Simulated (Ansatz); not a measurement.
Elastic constant C11 (GPa) of solids drawn from the class of halides, at two levels: PBE in Ansatz (plane waves, PAW), and LDA (Ansatz, a program for electronic structure, plane waves, PAW).

| solid | PBE | LDA | shift (%) |
|---|---|---|---|
| CsCl-type TlCl | 40.0 | 55.1 | +38 |
| CsCl-type TlBr | 35.8 | 50.4 | +41 |
| fluorite CdF2 | 164 | 205 | +25 |
| fluorite SrCl2 | 66.7 | 81.8 | +23 |
| cubic perovskite KMgF3 | 121 | 167 | +38 |
| rock-salt AgBr | 52.8 | 96.3 | +82 |
| cubic perovskite KZnF3 | 115 | 164 | +43 |
| rock-salt AgCl | 52.2 | 97.6 | +87 |

The shifts run from +23 % to +87 %, with a median of +39 %.

Over all 8 rows LDA is the larger in 8.

Ansatz's runs of these crystals have no spin polarisation.

Spin–orbit coupling is left out, also for the solids with elements from indium on (CsCl-type TlCl, CsCl-type TlBr); its size isn't shown.

Each level is taken at its own relaxed cell. Ansatz's density-functional and Hartree–Fock values are scalar-relativistic unless marked +SOC, with PAW data made under PBE.
